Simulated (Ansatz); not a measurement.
## Pt, fcc: how the functional moves the structure

All rows: Ansatz, plane waves with scalar-relativistic PAW, 420 eV (500 eV for the SCAN forms), relaxed under each functional, no dispersion correction, no zero-point motion. B₀ comes from uniform scaling at fixed shape; a dash is a value not given.

The measured cell (COD entry 9008480) has a = 3.923 Å, 15.09 Å³/atom.

```csv
functional,V (Å³/atom),cell,B₀ (GPa),magnetic state
PBE,15.66,a = 3.972 Å,248,spin not included
r²SCAN,15.30,a = 3.941 Å,271,spin not included
LDA,14.77,a = 3.895 Å,306,spin not included
revPBE,15.85,a = 3.988 Å,234,spin not included
RPBE,15.93,a = 3.994 Å,229,spin not included
BLYP,16.65,a = 4.053 Å,199,spin not included
```

(1) What does PBEsol give?

(2) Which functional comes closest to the measured volume?

Answers

(1) V (Å³/atom): 15.05; cell: a = 3.919 Å; B₀ (GPa): 287; magnetic state: spin not included.

(2) PBEsol, off by -0.3 %. The measured value holds thermal expansion and zero-point motion, which the calculations lack.
